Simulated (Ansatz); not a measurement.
Consider the isomerisation: `CC1(C=O)CO1` → `C/C=C(\O)C=O`.

Program: Ansatz. Geometries: PBE0-D4/def2-TZVP. ΔE: electronic, gas phase. CCSD(T)/CBS adds triple-zeta CCSD(T) − MP2 to the extrapolated MP2 energy (def2 sets, frozen cores). DFT in def2-TZVPP. B3LYP here is the variant with VWN-RPA as its local correlation; programs differ in this. One conformer a species, not always the lowest.

`CC1(C=O)CO1`:

```xyz
12

C     1.374   -0.266   -0.208
C    -0.092    0.010   -0.133
C    -1.015   -1.157   -0.027
O    -0.659   -2.277    0.214
C    -0.624    1.274    0.399
O    -0.621    1.028   -0.985
H     1.693   -0.833    0.667
H     1.933    0.668   -0.259
H     1.603   -0.864   -1.092
H    -2.081   -0.897   -0.197
H    -1.605    1.304    0.868
H     0.094    2.009    0.754
```

`C/C=C(\O)C=O`:

Cartesian coordinates in Å:
```
C -0.863 -1.257 1.119
C -0.708 -0.084 0.227
C 0.436 0.317 -0.334
O 1.611 -0.339 -0.130
C 0.485 1.503 -1.209
O -0.444 2.205 -1.505
H 0.083 -1.773 1.278
H -1.582 -1.968 0.700
H -1.262 -0.951 2.092
H -1.575 0.522 -0.013
H 2.313 0.103 -0.618
H 1.507 1.723 -1.607
```

```json
{"level": "PBE-D4", "ΔE (kcal/mol)": "-13.5", "difference from CCSD(T)/CBS": "-0.9"}
{"level": "r2SCAN-D4", "ΔE (kcal/mol)": "-13.3", "difference from CCSD(T)/CBS": "-0.7"}
{"level": "PBE0-D4", "ΔE (kcal/mol)": "-11.9", "difference from CCSD(T)/CBS": "0.7"}
{"level": "B3LYP-D4", "ΔE (kcal/mol)": "-15.5", "difference from CCSD(T)/CBS": "-2.9"}
{"level": "ωB97X-V", "ΔE (kcal/mol)": "-9.3", "difference from CCSD(T)/CBS": "3.3"}
{"level": "ωB97M-V", "ΔE (kcal/mol)": "-11.8", "difference from CCSD(T)/CBS": "0.8"}
{"level": "B2PLYP", "ΔE (kcal/mol)": "-14.0", "difference from CCSD(T)/CBS": "-1.4"}
{"level": "PBE", "ΔE (kcal/mol)": "-13.7", "difference from CCSD(T)/CBS": "-1.1"}
{"level": "r2SCAN", "ΔE (kcal/mol)": "-13.3", "difference from CCSD(T)/CBS": "-0.7"}
{"level": "PBE0", "ΔE (kcal/mol)": "-12.0", "difference from CCSD(T)/CBS": "0.6"}
{"level": "B3LYP", "ΔE (kcal/mol)": "-15.8", "difference from CCSD(T)/CBS": "-3.2"}
{"level": "HF/def2-TZVPP", "ΔE (kcal/mol)": "-13.1", "difference from CCSD(T)/CBS": "-0.5"}
{"level": "MP2/def2-TZVPP", "ΔE (kcal/mol)": "-10.7", "difference from CCSD(T)/CBS": "1.9"}
{"level": "SCS-MP2/def2-TZVPP", "ΔE (kcal/mol)": "-10.8", "difference from CCSD(T)/CBS": "1.8"}
{"level": "CCSD/def2-TZVPP", "ΔE (kcal/mol)": "-11.4", "difference from CCSD(T)/CBS": "1.2"}
{"level": "CCSD(T)/def2-TZVPP", "ΔE (kcal/mol)": "-11.9", "difference from CCSD(T)/CBS": "0.7"}
{"level": "HF/def2-QZVPP", "ΔE (kcal/mol)": "-13.0", "difference from CCSD(T)/CBS": "-0.4"}
{"level": "MP2/def2-QZVPP", "ΔE (kcal/mol)": "-11.1", "difference from CCSD(T)/CBS": "1.5"}
{"level": "SCS-MP2/def2-QZVPP", "ΔE (kcal/mol)": "-11.2", "difference from CCSD(T)/CBS": "1.4"}
{"level": "HF/CBS(def2)", "ΔE (kcal/mol)": "-13.0", "difference from CCSD(T)/CBS": "-0.4"}
{"level": "MP2/CBS(def2)", "ΔE (kcal/mol)": "-11.4", "difference from CCSD(T)/CBS": "1.2"}
{"level": "CCSD/CBS(def2)", "ΔE (kcal/mol)": "-12.1", "difference from CCSD(T)/CBS": "0.5"}
{"level": "CCSD(T)/CBS", "ΔE (kcal/mol)": "-12.6", "difference from CCSD(T)/CBS": "0"}
```

Largest T1 diagnostic among the species: 0.015.

In def2-TZVPP, CCSD(T) changes the Hartree–Fock value by +1.1 kcal/mol (the triples alone add −0.5 kcal/mol) and MP2 by +2.3 kcal/mol. From PBE to PBE0 (25 % exact exchange), in def2-TZVPP and without D4, ΔE moves by +1.7 kcal/mol.
